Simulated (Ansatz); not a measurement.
**Worked example: HSi–BH, sextet against HSi–BH, quartet**

Geometry (PBE0/def2-TZVP stationary point of a quartet), kept for both states (HSi–BH, quartet: A''; HSi–BH, sextet: A'):

```xyz
4

Si    0.0000   -0.0471    0.5518
B     0.0000   -0.0605   -1.3633
H     0.0000    1.1711    1.4474
H     0.0000    0.7893   -2.2001
```

Basis cc-pVDZ; Ansatz 0.2.0. Only valence electrons are correlated (noble-gas cores frozen). Prefix R: restricted or restricted open-shell reference; prefix U: unrestricted.

Full CI isn't at hand for all of this; RCCSDTQ serves as the reference, and is uncertain by about the last step of the cluster series. The frozen core follows each run's orbitals, which can shift R against U totals by a few meV.

```csv
level,"E(HSi–BH, quartet) (hartree)","E(HSi–BH, sextet) (hartree)"
UHF,-314.641797,-314.448934
UMP2,-314.766937,-314.559397
UCCSD(T),-314.805564,-314.599342
PBE,-315.165819,-314.963513
PBE0,-315.203196,-314.997132
RCCSDTQ,-314.807148,-314.600967
```

Give the vertical gap, HSi–BH sextet less HSi–BH quartet, at each level in eV (1 hartree = 27.2114 eV), and each error against RCCSDTQ.

RCCSDTQ: (-314.600967 − (-314.807148)) × 27.2114 = 5.610 eV (the reference)
PBE0: (-314.997132 − (-315.203196)) × 27.2114 = 5.607 eV, error -0.003 eV
PBE: (-314.963513 − (-315.165819)) × 27.2114 = 5.505 eV, error -0.105 eV
UCCSD(T): (-314.599342 − (-314.805564)) × 27.2114 = 5.612 eV, error 0.002 eV
UMP2: (-314.559397 − (-314.766937)) × 27.2114 = 5.647 eV, error 0.037 eV
UHF: (-314.448934 − (-314.641797)) × 27.2114 = 5.248 eV, error -0.362 eV

Total energies of functionals can't be set beside those of wave-function methods, since they hold the core's correlation and their own absolute errors; only the differences compare.

In so small a basis the reference is far from its limit while semilocal and hybrid functionals are nearer theirs, so the functionals' errors here hold much of the reference's basis and frozen-core error, which can add to them or hide them.

Each level lands on the state that its own search finds. T1 diagnostics of restricted CCSD: 0.028 and 0.045.
